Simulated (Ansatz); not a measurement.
Consider the atomization: `O=CCOCO` → 3 C• + 6 H• + 3 O•.

Program: Ansatz. Geometries: PBE0-D4/def2-TZVP. ΔE: electronic, gas phase. CCSD(T)/CBS adds triple-zeta CCSD(T) − MP2 to the extrapolated MP2 energy (def2 sets, frozen cores). This one scheme is used for every species, atoms too. DFT in def2-TZVPP. B3LYP here is the variant with VWN-RPA as its local correlation; programs differ in this. No spin–orbit coupling; open shells (•) take unrestricted orbitals. Spin–orbit coupling would lower the free atoms: a little for C, O. Each species was taken in one conformer, which may not be the lowest.

(1) What is ΔE at CCSD(T)/CBS? (An estimate is asked.)

(2) What do these levels give: PBE-D4, B3LYP-D4, PBE, HF/def2-QZVPP, MP2/CBS(def2), CCSD/CBS(def2)? (An estimate is asked.)

Largest T1 diagnostic among the species: 0.014.

Results:

(1) Computed: +4868.3 kJ/mol.

(2) Ansatz gave: PBE-D4 5035.1, B3LYP-D4 4859.9, PBE 5014.7, HF/def2-QZVPP 3361.4, MP2/CBS(def2) 4996.3, CCSD/CBS(def2) 4777.6 kJ/mol.

The D4 term adds +32.4 kJ/mol with B3LYP and +17.1 kJ/mol with PBE0; it sums over pairs of atoms, weighted by their polarisabilities, and B3LYP, whose exchange is more repulsive, gets the larger term. From PBE to PBE0 (25 % exact exchange), in def2-TZVPP and without D4, ΔE moves by −147.1 kJ/mol: exact exchange takes away binding that semilocal exchange gives to molecules.

For atomizations the MP2-based limit and the directly extrapolated one differ by several kJ/mol either way, and by 10 to 25 for some Ge, Se and Sn compounds, so smaller differences from it don't rank the levels.
